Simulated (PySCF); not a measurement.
Two species compared at the same levels of theory.

First species: ZnS (singlet state).
Bonds: S1–Zn2 (double).

Second species: C7H7F3O.
Cartesian coordinates in Å at the PBE0-D3(BJ)/def2-SVP level; atoms count from 1:
```
atom  x, y, z in Å
C1     3.2262    0.1549   -0.0982
C2     2.0684   -0.1937   -0.6603
C3     0.8465    0.6632   -0.7134
C4    -0.3374    0.1049    0.0360
C5    -0.2420   -0.8439    0.9810
C6    -1.6333    0.7199   -0.3405
O7    -1.7275    1.5759   -1.1832
C8    -2.9285    0.2582    0.3752
F9    -2.8488    0.4827    1.6902
F10   -3.1311   -1.0502    0.1955
F11   -3.9746    0.9084   -0.0959
H12    3.3574    1.1296    0.3832
H13    4.0894   -0.5157   -0.1065
H14    1.9787   -1.1831   -1.1275
H15    1.0654    1.6726   -0.3239
H16    0.5346    0.8229   -1.7595
H17   -1.1084   -1.2267    1.5213
H18    0.7348   -1.2607    1.2405
```

Levels: CAM-B3LYP/def2-SVPD for dipole moment, HOMO energy, LUMO energy, HOMO–LUMO gap, static isotropic polarisability and electronic spatial extent ⟨r²⟩ about the centre of nuclear charge; TDDFT CAM-B3LYP/def2-SVPD for lowest singlet excitation; TDA CAM-B3LYP/def2-SVPD for lowest triplet excitation (Tamm–Dancoff); PBE0-D3(BJ)/def2-SVP for smallest rotational constant. Geometries: PBE0-D3(BJ)/def2-SVP. All species are isolated and taken at one optimised geometry, non-relativistic unless stated. Electronic properties by PySCF.

The conformers computed, where there is a choice (atom-mapped SMILES and torsion angles):
- `[CH2:1]=[CH:2][CH2:3][C:4](=[CH2:5])[C:6](=[O:7])[C:8]([F:9])([F:10])[F:11]`: C1–C2–C3–C4 -116°, C2–C3–C4–C5 19°, C3–C4–C6–O7 1°, C4–C6–C8–F9 60°

Values for the first species:

| Property | Result |
| --- | --- |
| Dipole moment | 5.96 D |
| HOMO energy | -7.75 eV |
| LUMO energy | -3.34 eV |
| HOMO–LUMO gap | 4.41 eV |
| Lowest singlet excitation | 0.83 eV |
| Lowest triplet excitation (Tamm–Dancoff) | 0.40 eV |
| Static isotropic polarisability | 58.8 au |
| Electronic spatial extent ⟨r²⟩ about the centre of nuclear charge | 219 bohr² |
| Smallest rotational constant | 5.616 GHz |

**Question.** Estimate the same properties for the second species, and the change in each.

**Answer.** 
| property | first | second | second less first |
| --- | --- | --- | --- |
| dipole moment | 5.96 D | 3.25 D | -2.71 D |
| HOMO energy | -7.75 eV | -9.21 eV | -1.46 eV |
| LUMO energy | -3.34 eV | -1.37 eV | +1.97 eV |
| HOMO–LUMO gap | 4.41 eV | 7.84 eV | +3.43 eV |
| lowest singlet excitation | 0.83 eV | 3.96 eV | +3.13 eV |
| lowest triplet excitation (Tamm–Dancoff) | 0.40 eV | 3.38 eV | +2.98 eV |
| static isotropic polarisability | 58.8 au | 89.8 au | +31.0 au |
| electronic spatial extent ⟨r²⟩ about the centre of nuclear charge | 219 bohr² | 2098 bohr² | +1879 bohr² |
| smallest rotational constant | 5.616 GHz | 0.518 GHz | -5.098 GHz |

On the first: The dipole equals about 19.9 × 10⁻³⁰ C·m (1 D = 3.33564 × 10⁻³⁰ C·m). The vertical singlet–triplet gap S1 − T1 is 0.43 eV (TDDFT singlet less Tamm–Dancoff triplet).

On the second: The principal polarisabilities are 67.9, 90.9 and 110.5 au; their mean is the isotropic value. S1 lies 3.88 eV below the HOMO–LUMO gap; its leading configuration is HOMO−2→LUMO, weight 0.74.
